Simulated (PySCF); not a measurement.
Atom-mapped SMILES (the numbers label the heavy atoms): `[F:1][c:2]1[cH:3][cH:4][cH:5][cH:6][cH:7]1` (H(Xn): hydrogen on atom n).

PySCF calculation with B97-2/pcSseg-2 with gauge-including orbitals and geometry from PBE0-D3(BJ)/def2-TZVP; one computed conformer, non-relativistic, gas phase, fast rotation and ring inversion assumed for equivalent nuclei.

δ = σ(ref) − σ, references computed at the same level: TMS for 13C (σ = 185.38 ppm), 1H (σ = 31.64 ppm); 19F (σ = 175.98 ppm) vs CFCl3.

| atoms | nucleus | count | δ (ppm) |
| --- | --- | --- | --- |
| C5 | 13C | 1 | ? |
| C4/C6 | 13C | 2 | 136.9 |
| C2 | 13C | 1 | 173.6 |
| H(C4)/H(C6) | 1H | 2 | 7.61 |
| H(C5) | 1H | 1 | 7.35 |
| C3/C7 | 13C | 2 | 121.5 |
| F1 | 19F | 1 | -115.4 |
| H(C3)/H(C7) | 1H | 2 | ? |

Question: Complete the table.

Answer: 
- C5: 129.5 ppm, aromatic CH; the aromatic region
- H(C3)/H(C7): 7.29 ppm, hydrogen on an aromatic CH; ring-current deshielding

Shifts are as computed. Against solution values, carbons near 30 ppm lie about +3 ppm off and those near 130 ppm about +7 ppm. Of 1211 compounds with measured shifts, 218 miss one by over three times the rms of a fit or turn the order of signals round; such compounds aren't used in these exercises. Unscaled 19F shifts against computed CFCl3 carry errors that often reach 10 to 50 ppm.
